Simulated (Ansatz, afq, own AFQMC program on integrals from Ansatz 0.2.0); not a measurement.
## Where AFQMC and coupled cluster stand for AlBH₂, triplet

| atom | x (Å) | y (Å) | z (Å) |
| --- | --- | --- | --- |
| B | -1.0027 | 0.0000 | 0.9518 |
| Al | 0.3530 | 0.0000 | -0.3921 |
| H | -0.1624 | 0.0000 | 1.7847 |
| H | 1.4685 | 0.0000 | -1.4979 |

Connectivity, by distances: BH–AlH.

Basis cc-pVDZ. Noble-gas cores (and the filled d shells of Ga–Kr and In–Xe) are frozen. Integrals, coupled cluster, full CI and functionals: Ansatz 0.2.0; the random walks run on the same integrals in our own AFQMC program. ph-AFQMC/CISD is guided by a CISD state made of CCSD amplitudes; releasing the constraint for a short imaginary time cuts its bias at the price of noise, slowly where states lie close. Free projection: walkers drawn from exp(T), propagated without any constraint. Its projection time is finite, and what remains of the start isn't in its error. Uncertainties: one standard error, sampling alone.

Determinant: UHF, the one that the program's search chose, which needn't be the lowest solution. The geometry is a point of a scan.

No full CI on the walks' own integrals is used here; CCSDT(Q) serves as the reference and is uncertain by about the last step of the cluster series.

Cautions: lower spins were not checked.

The T1 diagnostic is 0.0225. The weight of the determinant in the CISD state is 0.894. The ⟨S²⟩ of the determinant is 2.024 and the size of the correlated space is 8 electrons in 36 orbitals.

```csv
level,correlation energy (eV)
MP2,-3.1941
CCSD,-4.0127
CCSD(T),-4.1440
```

Problem. Estimate where free-projection AFQMC lies against CCSD(T) on the same integrals.

Solution. 40.7 ± 13.2 meV below CCSD(T).

Reference: CCSDT(Q), correlation energy -4.189 eV. The released energy is read at 2.40 1/Eh (meV from the phaseless value at times in 1/Eh: -10 ± 11 at 0.24, -16 ± 9 at 0.51, -10 ± 9 at 0.99, -25 ± 12 at 1.62, -34 ± 12 at 2.40).

```tsv
level	E − E(reference) (meV)	share of correlation (%)
CCSD(T)	44.8	98.93
CCSDT	8.1	99.81
ph-AFQMC/HF	57.2 ± 32.5	98.64
ph-AFQMC/CISD	5.5 ± 8.8	99.87
released AFQMC	-28.3 ± 11.7	100.67
free AFQMC	4.1 ± 13.2	99.90
```

Free projections are given only where their last times agree within the noise and don't stop above the reference; a slow remainder of the start can still hide under it. A walk keeps the symmetry of its determinant, which the program's search chose and which needn't be the lowest solution, so a lower state of the same spin and another symmetry isn't excluded. Released energies are given only where the last usable release times agree within the noise; a slower fall can still hide under it.
